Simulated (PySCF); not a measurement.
Species: boron monofluoride, BF (singlet state).
SMILES: `[B]F`

Computed, not measured: PBE0-D3(BJ)/def2-TZVP geometry optimisation, gas phase (PySCF 2.14.0).

Masses are those of the commonest isotopes; rigid-rotor values at the optimised geometry. 

Question: What are the moment of inertia and the rotational constant?

Answer: I = 11.120 u·Å², B = 505379 MHz·u·Å²/I = 45449 MHz (1.5160 cm⁻¹, or 2.181 K as hB/k). For two atoms I = μr² with μ = 6.9702 u and r = 1.2631 Å.

Question: List the first levels of a rigid rotor in a Σ state.

Answer: E(J) = BJ(J+1): J = 1: 3.032, J = 2: 9.096, J = 3: 18.192, J = 4: 30.320, J = 5: 45.480, J = 6: 63.673 cm⁻¹.

Question: Where do the first rotational lines fall?

Answer: The dipole is 1.01 D; J+1 ← J lies at 2B(J+1): 1 ← 0 at 90.90 GHz, 2 ← 1 at 181.80 GHz, 3 ← 2 at 272.69 GHz, 4 ← 3 at 363.59 GHz, 5 ← 4 at 454.49 GHz, 6 ← 5 at 545.39 GHz.

Question: Estimate the classical rotational partition function at 100 K, 298.15 K and 500 K.

Answer: Point group C∞v, symmetry number σ = 1; q = kT/(σhB), k/h = 20836.6 MHz/K: 45.8 at 100 K, 137 at 298.15 K, 229 at 500 K.

PBE0-D3(BJ)/def2-TZVP frequencies: not computed here. These are rigid-rotor constants of the computed structure; measured ground-state constants (B0) also hold zero-point vibration.
